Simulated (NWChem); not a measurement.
SiH2, triplet; SMILES [SiH2]

```xyz
3

Si     0.0000     0.0000     0.1344
H      1.2873     0.0000    -0.6232
H     -1.2873     0.0000    -0.6232
```
Atoms are numbered in this order, from 1.

Program: NWChem. Spin-unrestricted. In the optimisation the excess spin sits in a1 and b2 (C2v, its own frame). Coordinates come from a PBE0/def2-SVP, spin-unrestricted optimisation. No stability test was run on the SCF state. Level: PBE0/def2-SVP with SMD (1 M gas to 1 M solution), gas-phase geometry. Reactions with the solvent are ignored.

Task: What does the run give for solvent benzene? Quantities: solvation free energy (kcal/mol); cavity-dispersion-structure term (kcal/mol).

Result: 
```
Property                                     Value
-------------------------------------------  -----
solvation free energy (kcal/mol)              -1.0
cavity-dispersion-structure term (kcal/mol)   -0.8
```
